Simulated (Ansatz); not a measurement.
# C3H4OS2: the cost of one run

Computed with Ansatz 0.2.0 (the levels named in each step, unless a step's input says otherwise).

### 1 The structure to begin with

Bond lengths: O1–C2 1.189 Å, C2–S3 1.779 Å, S3–C4 1.825 Å, C4–C5 1.511 Å, C2–S6 1.775 Å, C5–S6 1.825 Å, C4–H7 1.091 Å, C4–H8 1.088 Å, C5–H9 1.091 Å, C5–H10 1.088 Å. Angles (14 of 17 angles, heavy atoms first): O1–C2–S3 123.6°, O1–C2–S6 123.4°, S3–C2–S6 113.0°, C2–S3–C4 96.4°, S3–C4–C5 107.8°, C4–C5–S6 107.8°, C2–S6–C5 96.5°, S3–C4–H7 107.8°, S3–C4–H8 107.6°, C5–C4–H7 111.7°, C5–C4–H8 111.9°, C4–C5–H9 111.7°, C4–C5–H10 111.9°, S6–C5–H9 107.8°.

Structure file:

```xyz
10

O     2.1074   -0.0907   -0.5092
C     0.9532   -0.0412   -0.2302
S    -0.1667   -1.4102   -0.4240
C    -1.5521   -0.6723    0.5078
C    -1.5479    0.8148    0.2427
S     0.1682    1.4102    0.4237
H    -1.4000   -0.8943    1.5648
H    -2.4702   -1.1432    0.1616
H    -1.8763    1.0450   -0.7716
H    -2.1620    1.3562    0.9597
```

### 2 A rough first relaxation, PBE-D4/def2-SVP

Input file input.yaml:

```yaml
crystal:
  periodic: [false, false, false]
  atoms:
    - { symbol: O, position_ang: [2.10739, -0.09072, -0.50923] }
    - { symbol: C, position_ang: [0.95315, -0.04124, -0.2302] }
    - { symbol: S, position_ang: [-0.16669, -1.41024, -0.42403] }
    - { symbol: C, position_ang: [-1.5521, -0.67225, 0.50776] }
    - { symbol: C, position_ang: [-1.54787, 0.81484, 0.24265] }
    - { symbol: S, position_ang: [0.16824, 1.41017, 0.42365] }
    - { symbol: H, position_ang: [-1.39996, -0.89428, 1.56475] }
    - { symbol: H, position_ang: [-2.47016, -1.14316, 0.16164] }
    - { symbol: H, position_ang: [-1.87633, 1.04498, -0.77165] }
    - { symbol: H, position_ang: [-2.16201, 1.35623, 0.95967] }
basis:
  gaussian: { orbitals: def2-SVP }
hamiltonian:
  xc: pbe
  dispersion: d4
relax:
  f_tol: 0.03
  max_steps: 200
```

Command:

```bash
$ ansatz run input.yaml --threads 8 --pin off --max-ram 22528MiB --backend cpu --events-out ev --progress --plain --runs-dir out
```

What time and memory should one allow on 8 threads of Intel Xeon 6975P-C (Granite Rapids), shared host?

About 2.4 s, with a peak of 0.18 GiB.
